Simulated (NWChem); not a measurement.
System: dichloromethane (CH2Cl2); SMILES ClCCl

Output (shortened):

```
             Northwest Computational Chemistry Package (NWChem) 7.3.0
             --------------------------------------------------------

 C2V symmetry detected

                             Geometry "geometry" -> ""
                             -------------------------

 Output coordinates in angstroms (scale by  1.889725989 to convert to a.u.)

  No.       Tag          Charge          X              Y              Z
 ---- ---------------- ---------- -------------- -------------- --------------
    1 Cl                  17.0000     1.47760100     0.00000000     0.21451429
    2 C                    6.0000     0.00000000     0.00000000    -0.75594371
    3 Cl                  17.0000    -1.47760100     0.00000000     0.21451429
    4 H                    1.0000     0.00000000     0.90149800    -1.37891171
    5 H                    1.0000     0.00000000    -0.90149800    -1.37891171

 Effective nuclear repulsion energy (a.u.)     134.1997189189

      Symmetry information
      --------------------

 Group name             C2v
 Group number             16
 Group order               4
 No. of unique centers     3

                                Z-matrix (autoz)
                                --------

 Units are Angstrom for bonds and degrees for angles

      Type          Name      I     J     K     L     M      Value
      ----------- --------  ----- ----- ----- ----- ----- ----------
    1 Stretch                  1     2                       1.76779
    2 Stretch                  2     3                       1.76779
    3 Stretch                  2     4                       1.09580
    4 Stretch                  2     5                       1.09580
    5 Bend                     1     2     3               113.40783
    6 Bend                     1     2     4               108.18514
    7 Bend                     1     2     5               108.18514
    8 Bend                     3     2     4               108.18514
    9 Bend                     3     2     5               108.18514
   10 Bend                     4     2     5               110.70822

                           NWChem Geometry Optimization
                           ----------------------------

 maximum gradient threshold         (gmax) =   0.000450
 rms gradient threshold             (grms) =   0.000300
 maximum cartesian step threshold   (xmax) =   0.001800
 rms cartesian step threshold       (xrms) =   0.001200
 fixed trust radius                (trust) =   0.300000
 source of zmatrix                         =   autoz

          -------------------
          Energy Minimization
          -------------------

 Using diagonal initial Hessian
 Scaling for Hessian diagonals: bonds = 1.00  angles = 0.25  torsions = 0.10

          --------
          Step   0

                                 NWChem DFT Module
                                 -----------------

 Summary of "ao basis" -> "ao basis" (spherical)
 ------------------------------------------------------------------------------
       Tag                 Description            Shells   Functions and Types
 ---------------- ------------------------------  ------  ---------------------
 Cl                         def2-svp                 8       18   4s3p1d
 C                          def2-svp                 6       14   3s2p1d
 H                          def2-svp                 3        5   2s1p

      Symmetry analysis of basis
      --------------------------

        a1         24
        a2          7
        b1         17
        b2         12

            General Information
            -------------------
          SCF calculation type: DFT
          Wavefunction type:  closed shell.
          No. of atoms     :     5
          No. of electrons :    42
           Alpha electrons :    21
            Beta electrons :    21
          Charge           :     0
          Spin multiplicity:     1
          Use of symmetry is: on ; symmetry adaption is: on
          Maximum number of iterations: 150
          AO basis - number of functions:    60
                     number of shells:    28
          Convergence on energy requested:  1.00D-06
          Convergence on density requested:  1.00D-05
          Convergence on gradient requested:  5.00D-04

              XC Information
              --------------
                    Becke 1988 Exchange Functional  1.000
              Lee-Yang-Parr Correlation Functional  1.000

             Grid Information
             ----------------
          Grid used for XC integration:  medium
          Radial quadrature: Mura-Knowles
          Angular quadrature: Lebedev.
          Tag              B.-S. Rad. Rad. Pts. Rad. Cut. Ang. Pts.
          ---              ---------- --------- --------- ---------
          Cl                  1.00       88           8.0       590
          C                   0.70       49           7.0       434
          H                   0.35       45           7.0       434
          Grid pruning is: on
          Number of quadrature shells:   182
          Spatial weights used:  Erf1

      Superposition of Atomic Density Guess
      -------------------------------------

 Sum of atomic energies:        -957.27040694

      Non-variational initial energy
      ------------------------------

 Total energy =    -958.160882
 1-e energy   =   -1588.615963
 2-e energy   =     496.255362
 HOMO         =      -0.343279
 LUMO         =       0.072888

      Symmetry analysis of molecular orbitals - initial
      -------------------------------------------------

  Numbering of irreducible representations:

     1 a1          2 a2          3 b1          4 b2

  Orbital symmetries:

     1 b1          2 a1          3 a1          4 a1          5 b1
     6 a1          7 b1          8 b2          9 a1         10 a2
    11 b1         12 a1         13 b1         14 a1         15 b2
    16 a1         17 b1         18 a2         19 a1         20 b1
    21 b2         22 a1         23 b1         24 a1         25 b2
    26 a1         27 b1         28 b2         29 a1         30 b1
    31 a1

   convergence    iter        energy       DeltaE   RMS-Dens  Diis-err
 ---------------- ----- ----------------- --------- --------- ---------
 d= 0,ls=0.0,diis     1   -959.2642303245 -1.09D+03  2.30D-02  7.37D-01
 d= 0,ls=0.0,diis     2   -959.0714565742  1.93D-01  1.67D-02  2.19D+00
 d= 0,ls=0.0,diis     3   -959.3387983550 -2.67D-01  2.65D-03  3.53D-02
 d= 0,ls=0.0,diis     4   -959.3430782827 -4.28D-03  7.14D-04  1.63D-03
 d= 0,ls=0.0,diis     5   -959.3432609157 -1.83D-04  9.14D-05  3.29D-05
  Resetting Diis
 d= 0,ls=0.0,diis     6   -959.3432651401 -4.22D-06  1.98D-05  1.79D-06
 d= 0,ls=0.0,diis     7   -959.3432654068 -2.67D-07  7.25D-06  5.96D-08

         Total DFT energy =     -959.343265406768
      One electron energy =    -1590.125723277071
           Coulomb energy =      559.215801761498
    Exchange-Corr. energy =      -62.633062810101
 Nuclear repulsion energy =      134.199718918906

 Numeric. integr. density =       42.000001201430

                  Occupations of the irreducible representations
                  ----------------------------------------------

                     irrep           alpha         beta
                     --------     --------     --------
                     a1                9.0          9.0
                     a2                2.0          2.0
                     b1                7.0          7.0
                     b2                3.0          3.0

                       DFT Final Molecular Orbital Analysis
                       ------------------------------------

 Vector   19  Occ=2.000000D+00  E=-2.674131D-01  Symmetry=a2
              MO Center=  1.9D-14, -4.7D-16,  2.0D-01, r^2= 3.3D+00
   Bfn.  Coefficient  Atom+Function         Bfn.  Coefficient  Atom+Function
  ----- ------------  ---------------      ----- ------------  ---------------
    12      0.467479  1 Cl py                44     -0.467479  3 Cl py
     9      0.347533  1 Cl py                41     -0.347533  3 Cl py
     6      0.202084  1 Cl py                38     -0.202084  3 Cl py

[...]

      ----------------------
      Optimization converged
      ----------------------

  Step       Energy      Delta E   Gmax     Grms     Xrms     Xmax
  ---- ---------------- -------- -------- -------- -------- --------
@    4    -959.34451529 -2.3D-07  0.00001  0.00001  0.00066  0.00110
                                     ok       ok       ok       ok

                                Z-matrix (autoz)
                                --------

 Units are Angstrom for bonds and degrees for angles

      Type          Name      I     J     K     L     M      Value     Gradient
      ----------- --------  ----- ----- ----- ----- ----- ---------- ----------
    1 Stretch                  1     2                       1.80582    0.00001
    2 Stretch                  2     3                       1.80582    0.00001
    3 Stretch                  2     4                       1.10266    0.00001
    4 Stretch                  2     5                       1.10266    0.00001
    5 Bend                     1     2     3               113.88290   -0.00000
    6 Bend                     1     2     4               107.91258    0.00000
    7 Bend                     1     2     5               107.91258    0.00000
    8 Bend                     3     2     4               107.91258    0.00000
    9 Bend                     3     2     5               107.91258    0.00000
   10 Bend                     4     2     5               111.35817   -0.00000

                         Geometry "geometry" -> "geometry"
                         ---------------------------------

 Output coordinates in angstroms (scale by  1.889725989 to convert to a.u.)

  No.       Tag          Charge          X              Y              Z
 ---- ---------------- ---------- -------------- -------------- --------------
    1 Cl                  17.0000     1.51347987     0.00000000     0.22277547
    2 C                    6.0000     0.00000000     0.00000000    -0.76229017
    3 Cl                  17.0000    -1.51347987     0.00000000     0.22277547
    4 H                    1.0000     0.00000000     0.91067771    -1.38399967
    5 H                    1.0000     0.00000000    -0.91067771    -1.38399967

 Effective nuclear repulsion energy (a.u.)     131.4229034247

      Symmetry information
      --------------------

 Group name             C2v
 Group number             16
 Group order               4
 No. of unique centers     3

                Final and change from initial internal coordinates
                --------------------------------------------------

                                Z-matrix (autoz)
                                --------

 Units are Angstrom for bonds and degrees for angles

      Type          Name      I     J     K     L     M      Value       Change
      ----------- --------  ----- ----- ----- ----- ----- ---------- ----------
    1 Stretch                  1     2                       1.80582    0.03802
    2 Stretch                  2     3                       1.80582    0.03802
    3 Stretch                  2     4                       1.10266    0.00685
    4 Stretch                  2     5                       1.10266    0.00685
    5 Bend                     1     2     3               113.88290    0.47507
    6 Bend                     1     2     4               107.91258   -0.27256
    7 Bend                     1     2     5               107.91258   -0.27256
    8 Bend                     3     2     4               107.91258   -0.27256
    9 Bend                     3     2     5               107.91258   -0.27256
   10 Bend                     4     2     5               111.35817    0.64994

 ==============================================================================
                                internuclear distances
 ------------------------------------------------------------------------------
       center one      |      center two      | atomic units |  angstroms
 ------------------------------------------------------------------------------
    2 C                |   1 Cl               |     3.41250  |     1.80582
    3 Cl               |   2 C                |     3.41250  |     1.80582
    4 H                |   2 C                |     2.08372  |     1.10266
    5 H                |   2 C                |     2.08372  |     1.10266
 ------------------------------------------------------------------------------
                         number of included internuclear distances:          4
 ==============================================================================

[second-derivative integrals and response iterations left out]

  Vibrational analysis via the FX method

  See chapter 2 in "Molecular Vibrations" by Wilson, Decius and Cross

  Vib: Default input used

[...]

 Rotational Constants
 --------------------
 A=   1.065706 cm-1  (  1.533280 K)
 B=   0.104142 cm-1  (  0.149834 K)
 C=   0.096691 cm-1  (  0.139113 K)

 Temperature                      =   298.15K
 frequency scaling parameter      =   1.0000

 Zero-Point correction to Energy  =   17.630 kcal/mol  (  0.028096 au)
 Thermal correction to Energy     =   19.923 kcal/mol  (  0.031749 au)
 Thermal correction to Enthalpy   =   20.515 kcal/mol  (  0.032693 au)

 Total Entropy                    =   64.894 cal/mol-K
   - Translational                =   39.179 cal/mol-K (mol. weight =  83.9534)
   - Rotational                   =   23.135 cal/mol-K (symmetry #  =        2)
   - Vibrational                  =    2.580 cal/mol-K

 Cv (constant volume heat capacity) =   10.582 cal/mol-K
   - Translational                  =    2.979 cal/mol-K
   - Rotational                     =    2.979 cal/mol-K
   - Vibrational                    =    4.623 cal/mol-K

[normal modes left out]

 ----------------------------------------------------------------------------
 Normal Eigenvalue ||           Projected Infra Red Intensities
  Mode   [cm**-1]  || [atomic units] [(debye/angs)**2] [(KM/mol)] [arbitrary]
 ------ ---------- || -------------- ----------------- ---------- -----------
    1       -0.000 ||    0.000000           0.000         0.000       0.000
    2       -0.000 ||    0.000289           0.007         0.282       0.188
    3        0.000 ||    0.000478           0.011         0.466       0.310
    4        0.000 ||    0.000519           0.012         0.506       0.337
    5        0.000 ||    0.000308           0.007         0.300       0.200
    6        0.000 ||    0.005580           0.129         5.440       3.625
    7      266.037 ||    0.000529           0.012         0.515       0.343
    8      669.588 ||    0.013207           0.305        12.874       8.579
    9      676.164 ||    0.154206           3.558       150.327     100.168
   10      859.744 ||    0.001304           0.030         1.271       0.847
   11     1109.128 ||    0.000000           0.000         0.000       0.000
   12     1226.527 ||    0.041225           0.951        40.188      26.779
   13     1395.308 ||    0.000022           0.001         0.022       0.015
   14     3025.450 ||    0.011617           0.268        11.325       7.546
   15     3110.622 ||    0.001637           0.038         1.596       1.064
 ----------------------------------------------------------------------------
```

Level: BLYP/def2-SVP. 

Task: Write an input that gives this output.

Result: Several could match; the one computed here: the input that was run:
```
start job
memory heap 200 mb stack 900 mb global 1100 mb
geometry units angstroms
  Cl     1.477601     0.000000     0.207438
  C      0.000000     0.000000    -0.763020
  Cl    -1.477601     0.000000     0.207438
  H      0.000000     0.901498    -1.385988
  H      0.000000    -0.901498    -1.385988
end
basis spherical
  * library def2-svp
end
dft
  xc becke88 lyp
  iterations 150
end
driver
  maxiter 120
end
task dft optimize
task dft freq
```
